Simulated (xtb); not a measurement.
benzene (C6H6), SMILES c1ccccc1. All values are semi-empirical tight-binding results from xtb (GFN2-xTB unless named), good for trends rather than for accurate numbers. Geometry optimised at GFN2-xTB.

Computed properties:
| Property | Value |
|---|---|
| point group as xtb finds it | D6h |
| orbital gap | 4.93 eV |
| dipole moment | 0.00 D |
| zero-point energy | 61.2 kcal/mol |
| G − E(el) at 298.15 K (modified RRHO) | 45.4 kcal/mol |
| static polarisability (D4 model) | 67.9 bohr³ |
| solvation energy, GFN2-xTB/ALPB(water) | -0.5 kcal/mol |
| solvation energy, GFN2-xTB/ALPB(acetone) | -4.8 kcal/mol |

Computed IR lines (harmonic; lines under 4 % of the strongest left out, lines within 3 cm⁻¹ merged):
ν (cm⁻¹): 693 (w), 3084 (vs) (against the strongest line: vs over 80 %, s over 45 %, m over 15 %, w over 4 %, vw less)
